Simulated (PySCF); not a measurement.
# LiF with other numerical set-ups

Which parts of the numerical set-up matter for LiF? Each run edits the base script.

Computed with PySCF 2.14.0. Level: each script names its method and basis.

2 further runs of the same task are left out: 2 that didn't finish.

### Step 1. Starting geometry

LiF: 2 atoms, charge 0, spin multiplicity 1.

Bond lengths: Li1–F2 1.855 Å.

### Step 2. The run that the others are compared with

Contents of input.py:

```python
from pyscf import gto, scf, mp

mol = gto.M(
    atom='Li 0 0 0; F 0 0 1.855',
    basis='cc-pcvdz',
    charge=0,
    spin=0,
    verbose=4,
)
mf = scf.RHF(mol)
mf = mf.density_fit(auxbasis='def2-universal-jkfit')
mf.kernel()
mp.MP2(mf, frozen=1).kernel()
mf.dip_moment()
print('orbital energies (hartree):', mf.mo_energy[..., max(0, mol.nelec[1]-3):mol.nelec[0]+3].round(4))
```

Run with:

```sh
> python input.py
```

Its log is not repeated here.

Base result: E(SCF) = -106.929088 Eh, 8 cycles, E(MP2) − E(SCF) = -0.23990 Eh, μ = 7.60 D (of the SCF density).

The bond length is a typed value, not an optimised one.

### Step 3. 6-31g

Run 1 changes basis set: cc-pcvdz → 6-31g.

Contents of input.py:

```python
from pyscf import gto, scf, mp

mol = gto.M(
    atom='Li 0 0 0; F 0 0 1.855',
    basis='6-31g',
    charge=0,
    spin=0,
    verbose=4,
)
mf = scf.RHF(mol)
mf = mf.density_fit(auxbasis='def2-universal-jkfit')
mf.kernel()
mp.MP2(mf, frozen=1).kernel()
mf.dip_moment()
print('orbital energies (hartree):', mf.mo_energy[..., max(0, mol.nelec[1]-3):mol.nelec[0]+3].round(4))
```

Run with:

```sh
> python input.py
```

### Step 4. Cartesian functions on

Run 2 changes Cartesian functions: off → on.

Changes to input.py since step 2:

```diff
@@ -7,2 +7,3 @@
     spin=0,
+    cart=True,
     verbose=4,
```

### Step 5. 6-31+g*

Run 3 changes basis set: cc-pcvdz → 6-31+g*.

Changes to input.py since step 2:

```diff
@@ -4,3 +4,3 @@
     atom='Li 0 0 0; F 0 0 1.855',
-    basis='cc-pcvdz',
+    basis='6-31+g*',
     charge=0,
```

### Step 6. Sbkjc (core potential on)

Run 4 changes basis set: cc-pcvdz → sbkjc; core potential: off → on; frozen orbitals: 1 → none. The core potential changes with it: totals don't compare.

Changes to input.py since step 2:

```diff
@@ -4,3 +4,4 @@
     atom='Li 0 0 0; F 0 0 1.855',
-    basis='cc-pcvdz',
+    basis='sbkjc',
+    ecp={'Li': 'sbkjc', 'F': 'sbkjc'},
     charge=0,
@@ -12,3 +13,3 @@
 mf.kernel()
-mp.MP2(mf, frozen=1).kernel()
+mp.MP2(mf).kernel()
 mf.dip_moment()
```

What does the calculation give? Wanted: for each run, E(SCF); from base; gap; SCF dipole; after the SCF.

As calculated:

| run | E(SCF) (hartree) | from base (eV) | cycles | gap (eV) | SCF dipole (D) | functions | after the SCF |
| --- | --- | --- | --- | --- | --- | --- | --- |
| base | -106.929088 | 0 | 8 | 11.38 | 7.60 | 36 | MP2 correlation -6.528 eV, core frozen |
| 6-31g | -106.903687 | +0.6912 | 8 | 11.24 | 7.67 | 18 | MP2 correlation -3.769 eV, core frozen |
| Cartesian functions on | -106.929591 | -0.0137 | 8 | 11.40 | 7.57 | 38 | MP2 correlation -6.618 eV, core frozen |
| 6-31+g* | -106.930299 | -0.0330 | 8 | 11.66 | 7.94 | 36 | MP2 correlation -5.529 eV, core frozen |
| sbkjc (core potential on) | -24.105973 | not comparable | 8 | 11.48 | 8.09 | 16 | MP2 correlation -3.154 eV |

What this shows: Of the runs whose energies can be compared, “6-31g” moves the SCF energy most (+0.691 eV). 6-31g (18 functions) gives an energy 0.69 eV higher than cc-pcvdz (36). 6-31+g* (36 functions) gives an energy 0.03 eV lower than cc-pcvdz (36).
